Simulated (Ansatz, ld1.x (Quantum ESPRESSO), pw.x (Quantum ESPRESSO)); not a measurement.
## ruthenium: does the TM potential hold in the solid?

ruthenium, norm-conserving Troullier–Martins (Kleinman–Bylander form), made with ld1.x (Quantum ESPRESSO) 7.5 (PBEsol, scalar-relativistic). Core [Kr], reference 4d7 5s1 5p0. Waves: 5p (bound, empty): rc 4.10 bohr; 4d (bound): rc 1.25 bohr; 5s (bound): rc 1.95 bohr. Local part: the s channel. Core correction: none.

Atomic tests: cutoffs needed: 60 Ry and 80 Ry (the cutoffs (Ry, on a coarse ladder) from which the occupation-weighted sum of valence levels, in a spherical-Bessel basis at the reference potential, stays within 10 and 1 mRy of its value at 400 Ry); ghost test: no extra level below or beside the all-electron valence levels (p, d, s, f tested) (spherical-Bessel basis up to 400 Ry, 20 bohr box); largest excitation error: -1076 meV (all-electron minus pseudo) for 4d4 5s0 5p0, out of 7 test configurations.

Crystal test: bcc Ru in pw.x 7.5, no spin, 15³ k-points, Fermi–Dirac smearing 0.01 Ry, cutoffs 100/400 Ry. The reference is all-electron LAPW (Ansatz 0.2.0) with the same functional, mesh and smearing; V0 and B0 come from Birch–Murnaghan fits to the pressures at five volumes. Errors are pseudo minus all-electron; Δ is the rms difference of the E(V) curves that follow from these fits, minima aligned, over ±6 % about the mean V0. Mesh and smearing are coarse, so the numbers serve the comparison and aren't converged zero-temperature values; the lattice is a test structure that the element need not adopt.

All-electron: a0 = 3.021 Å (V0 = 13.79 Å³/atom), B0 = 307.4 GPa.

Task: How far does the potential miss the all-electron equation of state?

Result: mean pressure error (GPa): +24.05. The pressure does not cross zero within the volumes sampled, so no fit is given. The largest radius (4.10 bohr) exceeds half the bond length (2.47 bohr), so the spheres overlap, which is one possible source of error among others. This is a poor potential for the solid. The logarithmic derivative shows an extra or strongly shifted pseudo pole above the reference energy (s near 1.47 Ry).

```json
{"V (Å³/atom)": "13.080", "P all-electron (GPa)": "18.34", "P pseudo (GPa)": "47.20"}
{"V (Å³/atom)": "13.424", "P all-electron (GPa)": "8.71", "P pseudo (GPa)": "34.89"}
{"V (Å³/atom)": "13.768", "P all-electron (GPa)": "0.38", "P pseudo (GPa)": "24.18"}
{"V (Å³/atom)": "14.112", "P all-electron (GPa)": "-6.82", "P pseudo (GPa)": "14.84"}
{"V (Å³/atom)": "14.456", "P all-electron (GPa)": "-13.03", "P pseudo (GPa)": "6.72"}
```

Task: At the middle volume, how do free energy and pressure move when the wave cutoff is lowered (ecutrho kept at four times it)?

Result:

```csv
cutoff (Ry),shift of F (meV/atom),shift of P (GPa)
45,+970.6,-46.86
60,+125.1,-7.67
80,+8.5,-0.67
```

Input at the middle volume:

```
&control
  calculation='scf', prefix='x', pseudo_dir='./', outdir='./tmp', tstress=.true., disk_io='none'
/
&system
  ibrav=0, nat=1, ntyp=1, ecutwfc=100, ecutrho=400, nbnd=11,
  occupations='smearing', smearing='fd', degauss=0.01
/
&electrons
  conv_thr=1e-09, mixing_beta=0.4, electron_maxstep=70
/
ATOMIC_SPECIES
Ru 1.0 Ru.UPF
CELL_PARAMETERS angstrom
  -1.50986096 1.50986096 1.50986096
  1.50986096 -1.50986096 1.50986096
  1.50986096 1.50986096 -1.50986096
ATOMIC_POSITIONS crystal
Ru 0.0000 0.0000 0.0000
K_POINTS automatic
15 15 15 0 0 0
```

```bash
pw.x < Ru.scf.in > Ru.scf.out
```

Lines of the output:

```
Message from routine setup:
     using ibrav=0 with symmetry is DISCOURAGED, use correct ibrav instead
     lattice parameter (alat)  =       4.9419  a.u.
     unit-cell volume          =      92.9111 (a.u.)^3
     number of electrons       =         8.00
     number of Kohn-Sham states=           11
     kinetic-energy cutoff     =     100.0000  Ry
     charge density cutoff     =     400.0000  Ry
     scf convergence threshold =      1.0E-09
     Exchange-correlation= PBESOL
     number of k points=   120  Fermi-Dirac smearing, width (Ry)=  0.0100
     iteration #  1     ecut=   100.00 Ry     beta= 0.40
     total energy              =     -33.00948292 Ry
     estimated scf accuracy    <       0.10260415 Ry
     iteration #  2     ecut=   100.00 Ry     beta= 0.40
     total energy              =     -33.01629110 Ry
     estimated scf accuracy    <       0.00686296 Ry
     iteration #  3     ecut=   100.00 Ry     beta= 0.40
     total energy              =     -33.01779887 Ry
     estimated scf accuracy    <       0.00006855 Ry
     iteration #  4     ecut=   100.00 Ry     beta= 0.40
     total energy              =     -33.01780820 Ry
     estimated scf accuracy    <       0.00005407 Ry
     iteration #  5     ecut=   100.00 Ry     beta= 0.40
     total energy              =     -33.01781925 Ry
     estimated scf accuracy    <       0.00000040 Ry
     iteration #  6     ecut=   100.00 Ry     beta= 0.40
     total energy              =     -33.01781942 Ry
     estimated scf accuracy    <       0.00000001 Ry
     iteration #  7     ecut=   100.00 Ry     beta= 0.40
     total energy              =     -33.01781943 Ry
     estimated scf accuracy    <          3.4E-09 Ry
     iteration #  8     ecut=   100.00 Ry     beta= 0.40
     the Fermi energy is    16.5904 ev
!    total energy              =     -33.01781943 Ry
     estimated scf accuracy    <          6.3E-11 Ry
     smearing contrib. (-TS)   =      -0.00834131 Ry
     The total energy is F=E-TS. E is the sum of the following terms:
     one-electron contribution =      12.41351128 Ry
     hartree contribution      =       2.12861191 Ry
     xc contribution           =      -6.73619999 Ry
     ewald contribution        =     -40.81540132 Ry
     convergence has been achieved in   8 iterations
          total   stress  (Ry/bohr**3)                   (kbar)     P=      241.75
     Message from routine punch:
     Nothing written, as per user request (disk_io='none')
```

The run at the middle volume (120 k-points, 8 iterations) took about 16 s on one core of a shared host (Neoverse-V1, 32 threads, 247 GiB, load 21).
